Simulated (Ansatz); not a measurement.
Geometry optimisation, UHF/def2-TZVP in Ansatz 0.2.0.

The input (input.yaml):

```yaml
crystal:
  periodic: [false, false, false]
  atoms:
    - { symbol: C, position_ang: [0.5093, -0.1778, 0.0392] }
    - { symbol: O, position_ang: [-0.306, 0.9299, -0.4479] }
    - { symbol: Mg, position_ang: [-2.2287, 0.4112, -0.0745] }
    - { symbol: H, position_ang: [0.2469, -1.0508, -0.5106] }
    - { symbol: H, position_ang: [1.5381, 0.0685, -0.166] }
    - { symbol: H, position_ang: [0.33099, 1.68499, -0.51259] }
magnetization:
  spin_polarized: true
  initial_magnetization: 1
basis:
  gaussian: { orbitals: def2-TZVP }
hamiltonian:
  xc: hf
relax:
  f_tol: 0.02
  max_steps: 50
```

Run as:

```bash
$ ansatz run input.yaml --threads 2 --pin off --max-ram 3072MiB --backend cpu --events-out ev --progress --plain --runs-dir out
```

Q: Where does it end, and by what steps?

A: The forces met the threshold. After 15 steps the energy has fallen by 0.940 eV; Mg3 moved furthest, 2.24 Å. Parted: O2–Mg3 (2.03 → 4.69 Å).

```tsv
step	energy less start (eV)	largest force component (eV/Å)	accepted
0	0.0000	3.596	yes
1	-0.4353	2.629	yes
2	-0.6514	0.808	yes
3	-0.7573	0.348	yes
4	-0.8098	0.193	yes
5	-0.8537	0.283	yes
6	-0.8875	0.207	yes
7	-0.9069	0.355	yes
8	-0.9209	0.198	yes
9	-0.9246	0.188	yes
10	-0.9342	0.057	yes
11	-0.9374	0.034	yes
12	-0.9379	0.021	yes
13	-0.9394	0.022	yes
14	-0.9398	0.020	yes
15	-0.9399	0.019	yes
```

```xyz
6
Properties=species:S:1:pos:R:3
C 1.004 -0.188 -0.159
O 0.221 0.840 -0.560
Mg -4.438 0.749 -0.001
H 0.594 -1.152 -0.387
H 2.071 -0.048 -0.178
H 0.638 1.665 -0.387
```

Whether the end is a true minimum wasn't checked by a vibrational analysis.

Run time: 20 s on 2 threads of Intel(R) Xeon(R) 6975P-C (Granite Rapids), on a shared host, peak memory 0.27 GiB.
